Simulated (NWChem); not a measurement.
# NF3 (nitrogen trifluoride): levels of theory compared

Wanted: a comparison of 3 runs (B3LYP/6-31G*, M06-2X/cc-pVTZ) of NF3 (nitrogen trifluoride). 

Program for the calculation: NWChem 7.3.0.

### 1 The system as given

The species is NF3 (4 atoms), meant as a singlet with charge 0. SMILES: `FN(F)F`. Geometry: relaxed at PBE0-D4/def2-TZVP.

Bond lengths: F1–N2 1.360 Å, N2–F3 1.360 Å, N2–F4 1.360 Å. Angles: F1–N2–F3 102.1°, F1–N2–F4 102.1°, F3–N2–F4 102.1°.

### 2 Energy and forces at B3LYP/6-31G(d) (Cartesian functions) (run 1)

File input.xyz:

```xyz
4
F3N B3LYP
F      0.614010     0.000340     1.066930
N      0.353420    -0.074150    -0.266250
F     -0.636280    -1.006490    -0.312240
F     -0.331150     1.080310    -0.488440
```

File run.py:

```python
from ase.io import read
from ase.calculators.nwchem import NWChem

system = read('input.xyz')

calc = NWChem(
    label='input',
    theory='dft',
    memory='2200 mb',
    basis='6-31G*',
    dft={'xc': 'b3lyp', 'mult': '1', 'grid': 'xfine', 'convergence': 'energy 1e-08', 'iterations': '100', 'mulliken': None, 'print': 'low'},
)
system.calc = calc

forces = system.get_forces()
e = system.get_potential_energy()
print(f"E = {e:.6f} eV")
print("forces (eV/A):")
for s, f in zip(system.symbols, forces):
    print(f"{s:2s} {f[0]:10.5f} {f[1]:10.5f} {f[2]:10.5f}")
```

Run with:

```console
$ export ASE_NWCHEM_COMMAND="nwchem PREFIX.nwi > PREFIX.nwo"
$ python run.py
```

The program printed:

```text
E = -9634.738859 eV
forces (eV/A):
F     0.21793    0.04577    0.92189
N     0.90482   -0.19042   -0.68186
F    -0.66941   -0.66869   -0.05728
F    -0.45334    0.81334   -0.18275
```

The calculator wrote input.nwi:

```
title "input"

permanent_dir input

scratch_dir input

start input

geometry units angstrom nocenter noautosym noautoz
  F  6.1400999999999994e-01 3.4000000000000002e-04 1.0669299999999999e+00
  N  3.5342000000000001e-01 -7.4149999999999994e-02 -2.6624999999999999e-01
  F  -6.3627999999999996e-01 -1.0064900000000001e+00 -3.1224000000000002e-01
  F  -3.3115000000000000e-01 1.0803100000000001e+00 -4.8843999999999999e-01
end

memory 2200 mb

basis noprint
   * library 6-31G*
end

dft
  xc b3lyp
  mult 1
  grid xfine
  convergence energy 1e-08
  iterations 100
  mulliken
  print low
end

task dft gradient
```

input.nwo:

```text
Northwest Computational Chemistry Package (NWChem) 7.3.0
             --------------------------------------------------------

           Job information
           ---------------

    nwchem branch   = 7.3.0
    use scalapack   = T
    input           = input.nwi
    prefix          = input.
    data base       = input/input.db
    status          = startup
    nproc           =        1

           Memory information
           ------------------

    heap     =     72089594 doubles =      550.0 Mbytes
    stack    =     72089599 doubles =      550.0 Mbytes
    global   =    144179200 doubles =     1100.0 Mbytes (distinct from heap & stack)
    total    =    288358393 doubles =     2200.0 Mbytes
    verify   = yes
    hardfail = no

[... 35 lines left out ...]
            Nuclear Dipole moment (a.u.)
[... 62 lines left out ...]
   convergence    iter        energy       DeltaE   RMS-Dens  Diis-err    time
[... 11 lines left out ...]
         Total DFT energy =     -354.070125274896
      One electron energy =     -758.509261266701
           Coulomb energy =      308.329792005562
    Exchange-Corr. energy =      -38.166725320168
 Nuclear repulsion energy =      134.276069306411
[... 20 lines left out ...]
    Atom       Charge   Shell Charges
 -----------   ------   -------------------------------------------------------
    1 F    9     9.12   1.98  0.88  3.16  0.53  2.06  0.52
    2 N    7     6.64   1.98  0.63  1.87  0.44  1.03  0.69
    3 F    9     9.12   1.98  0.88  3.16  0.53  2.06  0.52
    4 F    9     9.12   1.98  0.88  3.16  0.53  2.06  0.52

                         DFT ENERGY GRADIENTS

    atom               coordinates                        gradient
                 x          y          z           x          y          z
   1 F       1.160311   0.000643   2.016205   -0.004238  -0.000890  -0.017928
   2 N       0.667867  -0.140123  -0.503140   -0.017596   0.003703   0.013260
   3 F      -1.202395  -1.901990  -0.590048    0.013018   0.013004   0.001114
   4 F      -0.625783   2.041490  -0.923018    0.008816  -0.015817   0.003554

 Task  times  cpu:        5.9s     wall:        5.9s
 Total times  cpu:        5.9s     wall:        5.9s
```

Run time: 6.9 s. Hardware: 1 thread of Intel Xeon 6975P-C (Granite Rapids), shared host; peak memory 0.13 GiB.

### 3 Energy and forces at B3LYP/6-31G(d) (spherical functions) (run 2)

File run.py:

```python
from ase import Atoms
from ase.calculators.nwchem import NWChem

system = Atoms(['F', 'N', 'F', 'F'], positions=[
    [0.614010, 0.000340, 1.066930],
    [0.353420, -0.074150, -0.266250],
    [-0.636280, -1.006490, -0.312240],
    [-0.331150, 1.080310, -0.488440],
])

calc = NWChem(
    label='input',
    theory='dft',
    memory='2200 mb',
    basis='6-31G*',
    basispar='spherical bse',
    dft={'xc': 'b3lyp', 'mult': '1', 'grid': 'xfine', 'convergence': 'energy 1e-08', 'iterations': '100', 'mulliken': None, 'print': 'low'},
)
system.calc = calc

forces = system.get_forces()
print(f"energy = {system.get_potential_energy():.6f} eV")
print("forces (eV/A):")
for s, f in zip(system.symbols, forces):
    print(f"{s:2s} {f[0]:10.5f} {f[1]:10.5f} {f[2]:10.5f}")
```

Run with:

```console
$ export ASE_NWCHEM_COMMAND="nwchem PREFIX.nwi > PREFIX.nwo"
$ python run.py
```

The program printed:

```text
energy = -9634.609909 eV
forces (eV/A):
F     0.22667    0.04001    0.86878
N     0.81175   -0.17088   -0.61177
F    -0.62262   -0.64386   -0.06844
F    -0.41585    0.77467   -0.18856
```

The calculator wrote input.nwi:

```
title "input"

permanent_dir input

scratch_dir input

start input

geometry units angstrom nocenter noautosym noautoz
  F  6.1400999999999994e-01 3.4000000000000002e-04 1.0669299999999999e+00
  N  3.5342000000000001e-01 -7.4149999999999994e-02 -2.6624999999999999e-01
  F  -6.3627999999999996e-01 -1.0064900000000001e+00 -3.1224000000000002e-01
  F  -3.3115000000000000e-01 1.0803100000000001e+00 -4.8843999999999999e-01
end

memory 2200 mb

basis spherical bse noprint
   * library 6-31G*
end

dft
  xc b3lyp
  mult 1
  grid xfine
  convergence energy 1e-08
  iterations 100
  mulliken
  print low
end

task dft gradient
```

input.nwo:

```text
Northwest Computational Chemistry Package (NWChem) 7.3.0
             --------------------------------------------------------

           Job information
           ---------------

    nwchem branch   = 7.3.0
    use scalapack   = T
    input           = input.nwi
    prefix          = input.
    data base       = input/input.db
    status          = startup
    nproc           =        1

           Memory information
           ------------------

    heap     =     72089594 doubles =      550.0 Mbytes
    stack    =     72089599 doubles =      550.0 Mbytes
    global   =    144179200 doubles =     1100.0 Mbytes (distinct from heap & stack)
    total    =    288358393 doubles =     2200.0 Mbytes
    verify   = yes
    hardfail = no

[... 35 lines left out ...]
            Nuclear Dipole moment (a.u.)
[... 62 lines left out ...]
   convergence    iter        energy       DeltaE   RMS-Dens  Diis-err    time
[... 11 lines left out ...]
         Total DFT energy =     -354.065386463219
      One electron energy =     -758.547817229974
           Coulomb energy =      308.397162582831
    Exchange-Corr. energy =      -38.190801122486
 Nuclear repulsion energy =      134.276069306411
[... 20 lines left out ...]
    Atom       Charge   Shell Charges
 -----------   ------   -------------------------------------------------------
    1 F    9     9.08   1.99  0.95  3.16  0.85  2.09  0.05
    2 N    7     6.75   1.99  0.81  1.88  0.64  1.15  0.29
    3 F    9     9.08   1.99  0.95  3.16  0.85  2.09  0.05
    4 F    9     9.08   1.99  0.95  3.16  0.85  2.09  0.05

                         DFT ENERGY GRADIENTS

    atom               coordinates                        gradient
                 x          y          z           x          y          z
   1 F       1.160311   0.000643   2.016205   -0.004408  -0.000778  -0.016895
   2 N       0.667867  -0.140123  -0.503140   -0.015786   0.003323   0.011897
   3 F      -1.202395  -1.901990  -0.590048    0.012108   0.012521   0.001331
   4 F      -0.625783   2.041490  -0.923018    0.008087  -0.015065   0.003667

 Task  times  cpu:        5.5s     wall:        5.5s
 Total times  cpu:        5.5s     wall:        5.5s
```

Run time: 6.6 s. Hardware: 1 thread of Intel Xeon 6975P-C (Granite Rapids), shared host; peak memory 0.12 GiB.

### 4 Energy and gradient at M06-2X/cc-pVTZ (run 3)

File f3n.nw:

```
start f3n
title "F3N"
memory 2200 mb
charge 0

geometry units angstrom noautosym nocenter noautoz
F        0.614010       0.000340       1.066930
N        0.353420      -0.074150      -0.266250
F       -0.636280      -1.006490      -0.312240
F       -0.331150       1.080310      -0.488440
end

basis "ao basis" spherical bse
* library cc-pVTZ
end

dft
xc m06-2x
grid fine
convergence energy 1e-08
iterations 100
mulliken
end

task dft gradient
```

Run with:

```console
$ nwchem f3n.nw > f3n.out
```

The program printed:

```text
[...]
          Wavefunction type:  closed shell.
          No. of atoms     :     4
          No. of electrons :    34
[...]
          Charge           :     0
          Spin multiplicity:     1
[...]
          AO basis - number of functions:   120
[...]
              XC Information
              --------------
                       M06-2X Method XC Functional
                     Hartree-Fock (Exact) Exchange  0.540
                        M06-2X Exchange Functional  1.000
                      M06-2X Correlation Potential  1.000
[...]
 d= 0,ls=0.0,diis     1   -353.8691361862 -4.88D+02  9.86D-03  2.42D+00     2.2
[...]
 d= 0,ls=0.0,diis    10   -354.1038953633 -2.37D-09  3.57D-07  7.64D-10    18.2
         Total DFT energy =     -354.103895363261
      One electron energy =     -758.043296563271
           Coulomb energy =      307.679085491843
    Exchange-Corr. energy =      -38.015753598244
 Nuclear repulsion energy =      134.276069306411
[...]
      Total Density - Mulliken Population Analysis
     ---------------------------------------------
    Atom       Charge   Shell Charges
 -----------   ------   -------------------------------------------------------
    1 F    9     9.12   1.95  0.28  1.06  0.64  1.55  2.36  1.28  0.00  0.02  0.00
    2 N    7     6.64   1.95  0.26  1.04  0.46  0.83  1.51  0.37  0.02  0.18  0.02
    3 F    9     9.12   1.95  0.28  1.06  0.64  1.55  2.36  1.28  0.00  0.02  0.00
    4 F    9     9.12   1.95  0.28  1.06  0.64  1.55  2.36  1.28  0.00  0.02  0.00
[...]
  wavefunction    = closed shell
                         DFT ENERGY GRADIENTS
    atom               coordinates                        gradient
                 x          y          z           x          y          z
   1 F       1.160311   0.000643   2.016205    0.002066   0.000079   0.004479
   2 N       0.667867  -0.140123  -0.503140    0.002477  -0.000512  -0.001844
   3 F      -1.202395  -1.901990  -0.590048   -0.002877  -0.003909  -0.000968
   4 F      -0.625783   2.041490  -0.923018   -0.001666   0.004342  -0.001666
[...]
```

Run time: 25 s. Hardware: 1 thread of Intel Xeon 6975P-C (Granite Rapids), shared host; peak memory 0.13 GiB.

### 5 The series

| run | level | Cartesian functions | integration grid | energy (Eh) | largest force (eV/Å) | wall time |
| --- | --- | --- | --- | --- | --- | --- |
| 1 | B3LYP/6-31G* (Cartesian functions) | yes | xfine | -354.070125 | 1.149 | 6.9 s |
| 2 | B3LYP/6-31G* (spherical functions) | no | xfine | -354.065386 | 1.031 | 6.6 s |
| 3 | M06-2X/cc-pVTZ | no | fine | -354.103895 | 0.254 | 25 s |

### 6 Outcome

```
                       quantity          value
            run 3: total energy  -354.10390 Eh
           run 3: dipole moment         0.20 D
             run 3: HOMO energy      -12.01 eV
             run 3: LUMO energy        2.41 eV
           run 3: HOMO–LUMO gap       14.42 eV
run 3: largest force on an atom     0.254 eV/Å
```

In words: Totals of different functionals can't be ranked against each other. All runs together took 38 s, the longest 25 s.
